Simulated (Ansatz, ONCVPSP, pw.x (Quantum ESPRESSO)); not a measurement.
# From atom to crystal: ONCV potential for P (Z = 15)

- Element: phosphorus
- Generator: ONCVPSP 4.0.1.1 (patched build)
- Type: optimised norm-conserving Vanderbilt (ONCV)
- Functional: PBEsol
- Relativity: scalar-relativistic
- Frozen core: [Ne]
- Valence charge: 5
- Reference configuration: 3s2 3p3
- Partial waves: 3s: rc 1.35 bohr, ncon 3, nbas 7, qcut 6.1 1/bohr, 1 projector; 3p: rc 2.00 bohr, ncon 4, nbas 7, qcut 4.6 1/bohr, 2 projectors, debl 1.2 Ha; d scattering state at 0.31 Ha: rc 2.00 bohr, ncon 3, nbas 8, qcut 5.1 1/bohr, 2 projectors, debl 3.2 Ha
- Local potential: polynomial inside 0.90 bohr (lpopt 4, dvloc0 4 Ha)
- Core correction: Teter function, fcfact 3, rcfact 1.55

Crystal test: bcc P in pw.x 7.5, no spin, 15³ k-points, Fermi–Dirac smearing 0.01 Ry, cutoffs 50/200 Ry. The reference is all-electron LAPW (Ansatz 0.2.0) with the same functional, mesh and smearing; V0 and B0 come from Birch–Murnaghan fits to the pressures at five volumes. Errors are pseudo minus all-electron; Δ is the rms difference of the E(V) curves that follow from these fits, minima aligned, over ±6 % about the mean V0. Mesh and smearing are coarse, so the numbers serve the comparison and aren't converged zero-temperature values; the lattice is a test structure that the element need not adopt.

All-electron: a0 = 3.012 Å (V0 = 13.66 Å³/atom), B0 = 108.0 GPa.

Q: How far does the potential miss the all-electron equation of state?

A: mean pressure error (GPa): -0.62; a0 (Å): 3.006; a0 error (%): -0.20; B0 error (%): +0.3; Δ (meV/atom): 1.9.

```
V (Å³/atom)  P all-electron (GPa)  P pseudo (GPa)
     13.108                  4.85            4.11
     13.453                  1.72            1.05
     13.798                 -1.04           -1.66
     14.143                 -3.49           -4.05
     14.488                 -5.66           -6.18
```

Q: At the middle volume, how do free energy and pressure move when the wave cutoff is lowered (ecutrho kept at four times it)?

A:

```json
{"cutoff (Ry)": "22", "shift of F (meV/atom)": "+43.2", "shift of P (GPa)": "-2.88"}
{"cutoff (Ry)": "30", "shift of F (meV/atom)": "+1.9", "shift of P (GPa)": "-0.09"}
{"cutoff (Ry)": "40", "shift of F (meV/atom)": "+0.4", "shift of P (GPa)": "+0.01"}
```

The run at the middle volume (120 k-points, 5 iterations) took about 9.8 s on one core of a shared host (Neoverse-N1, 64 threads, 124 GiB, load 40).
